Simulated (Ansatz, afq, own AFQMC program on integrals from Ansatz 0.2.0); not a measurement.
AlN, triplet: AFQMC among the cluster methods

```yaml
atoms:
  - { symbol: Al, position_ang: [0.0000, 0.0000, 0.0000] }
  - { symbol: N, position_ang: [0.0000, 0.0000, 3.3310] }
```

Basis 6-31G. Only valence electrons are correlated. AFQMC by an in-house program on the Cholesky factors that Ansatz 0.2.0 writes for its CCSD(T) run. The CISD trial takes its coefficients from CCSD amplitudes. Released means that phaseless walkers are propagated on without the constraint, phases kept. Uncertainties: one standard error, sampling alone.

Determinant: UHF, the one that the program's search chose, which needn't be the lowest solution. The geometry is a point of a scan.

Full CI on the same integrals is exact in this basis and with this determinant's frozen core.

Cautions: lower spins were not checked; an unrestricted solution with more broken spin lies lower (43 meV, ⟨S²⟩ 3.00); strong correlation (T1 0.044, weight of the determinant 0.86, largest double 0.16); unrestricted determinant spin contaminated (⟨S²⟩ 2.93 against 2.00); the released energies have errors that jump between times, so the bars are unsure, so no released level is given (meV from the phaseless value at times in 1/Eh: -4.6 ± 1.6 at 0.24, 10 ± 20 at 0.51, -11.6 ± 2.3 at 0.99, -12 ± 3 at 1.62, -15 ± 3 at 2.40), though the last usable value meets full CI within the noise.

```
T1 diagnostic                               : 0.0441
weight of the determinant in the CISD state : 0.857
⟨S²⟩ of the determinant                     : 2.926
size of the correlated space                : 8 electrons in 16 orbitals
```

Reference: full CI, correlation energy -1.984 eV. The cautions show a poor starting determinant, so the rows tell how each method copes with it here, and full CI is the sure value.

```json
{"level": "HF", "E − E(reference) (meV)": "1983.7", "share of correlation (%)": "0.00"}
{"level": "MP2", "E − E(reference) (meV)": "719.7", "share of correlation (%)": "63.72"}
{"level": "CCSD", "E − E(reference) (meV)": "75.8", "share of correlation (%)": "96.18"}
{"level": "CCSD(T)", "E − E(reference) (meV)": "41.7", "share of correlation (%)": "97.90"}
{"level": "CCSDT", "E − E(reference) (meV)": "4.1", "share of correlation (%)": "99.79"}
{"level": "CCSDT(Q)", "E − E(reference) (meV)": "0.4", "share of correlation (%)": "99.98"}
{"level": "CCSDTQ", "E − E(reference) (meV)": "0.1", "share of correlation (%)": "99.99"}
{"level": "ph-AFQMC/CISD", "E − E(reference) (meV)": "14.7 ± 2.1", "share of correlation (%)": "99.26"}
```

CCSDT and higher add their correlation energy to the determinant of the CCSD(T) run, since their own runs factorise the integrals more tightly (a shift of under 2 meV). A walk keeps the symmetry of its determinant, which the program's search chose and which needn't be the lowest solution, so a lower state of the same spin and another symmetry isn't excluded.
